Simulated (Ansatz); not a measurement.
# A basis-limit estimate, worked out

The pair of Cl2 (SMILES ClCl, atoms 1–2) and Cl2 (SMILES ClCl, atoms 3–4), both closed shells, in one local arrangement (a lower one may exist), relaxed at PBE0-D4/def2-TZVP:

```tsv
atom	x (Å)	y (Å)	z (Å)
Cl1	0.0926	0.3119	-1.2368
Cl2	-0.0540	-0.0829	-3.1785
Cl3	-0.3194	-1.0296	2.4400
Cl4	0.2807	0.8006	1.9753
```

Both fragments are computed in the basis of the whole pair.

Ansatz 0.2.0; basis: def2-TZVPPD and def2-QZVPPD; cores frozen in the correlated methods.

Energies in eV:

| quantity | pair | first fragment | second fragment |
| --- | --- | --- | --- |
| Hartree–Fock, triple zeta (X = 3) | -50013.64628 | -25006.84692 | -25006.84751 |
| Hartree–Fock, quadruple zeta (X = 4) | -50015.01703 | -25007.53116 | -25007.53259 |
| MP2 correlation, X = 3 | -20.91056 | -10.40417 | -10.40282 |
| MP2 correlation, X = 4 | -22.97787 | -11.43037 | -11.43084 |
| CCSD(T) correlation, X = 3 | -23.69885 | -11.81048 | -11.80762 |

Task: Work out the interaction energy at the basis limit: extrapolate Hartree–Fock as E(X) = E∞ + A exp(−7.88 √X) and the MP2 correlation as E(X) = E∞ + B X^−2.97 (the exponents that Neese and Valeev fitted for def2-TZVPP and QZVPP, reused here for the diffuse sets), then add CCSD(T) − MP2 in triple zeta.

Result: Each step is linear, so take the differences first (pair − first fragment − second fragment): Hartree–Fock 0.04815 (X = 3) and 0.04672 (X = 4); MP2 correlation -0.10357 and -0.11666; CCSD(T) correlation -0.08075.
Two points give E∞ = E(4) + w [E(4) − E(3)], with w = 1/(exp(7.88 (2 − √3)) − 1) = 0.1377 for Hartree–Fock and w = 1/((4/3)^2.97 − 1) = 0.7407 for the correlation.
Hartree–Fock: 0.04672 + 0.1377 × (-0.00143) = 0.0465 eV.
MP2 correlation: -0.11666 + 0.7407 × (-0.01309) = -0.1264 eV.
CCSD(T) − MP2: -0.08075 − (-0.10357) = 0.0228 eV.
Sum: 0.0465 + (-0.1264) + 0.0228 = -0.0571 eV, or -1.32 kcal/mol. Plain CCSD(T) in triple zeta gives -0.0326 eV, so the larger basis shifts the result by -0.0245 eV.

No T1 diagnostic of these runs exceeds 0.009.

For scale, one of the runs: CCSD(T)/def2-TZVPPD, 204 basis functions, launched by `ansatz run in.yaml --threads 4 --pin off --events-out ev --progress --plain --max-ram 9574MiB`. The run took 48 s on 4 CPU threads of an Arm Neoverse V2 (shared host), with 2.3 GiB of host memory at its peak.
